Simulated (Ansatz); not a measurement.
**CH5BN+ (SMILES B[NH+]=C): single points off equilibrium**

An exercise on one series of results from a longer session: the logs are not shown, and one member is left open.

Program: Ansatz 0.2.0, Gaussian basis. Level of theory: single points in def2-TZVPP. These are calculated values, not measurements.

Cores are frozen in the correlated methods. B3LYP uses VWN-RPA correlation.

### Starting geometry

8 atoms, charge 1, spin multiplicity 1.

Atoms are counted from 1 here; the program's logs count them from 0.

Bond lengths: B1–N2 1.477 Å, B1–H4 1.174 Å, B1–H5 1.160 Å, N2–C3 1.265 Å, N2–H6 1.035 Å, C3–H7 1.097 Å, C3–H8 1.067 Å. Angles: N2–B1–H4 117.8°, N2–B1–H5 119.0°, H4–B1–H5 123.1°, B1–N2–C3 127.0°, B1–N2–H6 115.8°, C3–N2–H6 117.1°, N2–C3–H7 118.7°, N2–C3–H8 122.9°, H7–C3–H8 118.5°.

Coordinates:

```csv
atom,x (Å),y (Å),z (Å)
B1,-0.90640,0.57260,-0.65440
N2,0.24710,0.32470,0.23490
C3,0.77740,-0.79210,0.50160
H4,-1.41610,-0.35480,-1.16220
H5,-1.29580,1.65760,-0.78170
H6,0.64430,1.15880,0.70100
H7,0.36790,-1.69490,0.03100
H8,1.60680,-0.89530,1.16410
```

Set-up of the first run:

The input, run/in.yaml:

```yaml
crystal:
  periodic: [false, false, false]
  atoms:
    - {symbol: B, position_ang: [-0.906400, 0.572600, -0.654400]}
    - {symbol: N, position_ang: [0.247100, 0.324700, 0.234900]}
    - {symbol: C, position_ang: [0.777400, -0.792100, 0.501600]}
    - {symbol: H, position_ang: [-1.416100, -0.354800, -1.162200]}
    - {symbol: H, position_ang: [-1.295800, 1.657600, -0.781700]}
    - {symbol: H, position_ang: [0.644300, 1.158800, 0.701000]}
    - {symbol: H, position_ang: [0.367900, -1.694900, 0.031000]}
    - {symbol: H, position_ang: [1.606800, -0.895300, 1.164100]}
basis:
  gaussian: {orbitals: def2-TZVPP}
total_charge: 1
correlation: {method: ccsd_t}
output: {forces: true}
```

The command line of these runs was not kept.

Among the steps run: CCSD(T)/def2-TZVPP; PBE0-D4/def2-TZVPP; wB97M-V/def2-TZVPP; r2SCAN-D4/def2-TZVPP; PBE-D4/def2-TZVPP; B3LYP-D4/def2-TZVPP; BLYP-D4/def2-TZVPP.

One table of the session follows, with a row left open; its other results are not shown here.

| method | RMS force component (eV/Å) | angle to CCSD(T) forces (°) |
| --- | --- | --- |
| CCSD(T) | 0.758 | reference |
| PBE0-D4 | 0.605 | 12.8 |
| wB97M-V | 0.640 | 8.2 |
| r2SCAN-D4 | 0.639 | 6.7 |
| PBE-D4 | ? | ? |
| B3LYP-D4 | 0.630 | 6.3 |
| BLYP-D4 | 0.706 | 10.2 |

**Question.** Estimate the row for PBE-D4.

**Answer.** RMS force component (eV/Å): 0.671; angle to CCSD(T) forces (°): 13.9. In the column «RMS force component (eV/Å)» it lies between wB97M-V (0.640) and BLYP-D4 (0.706).
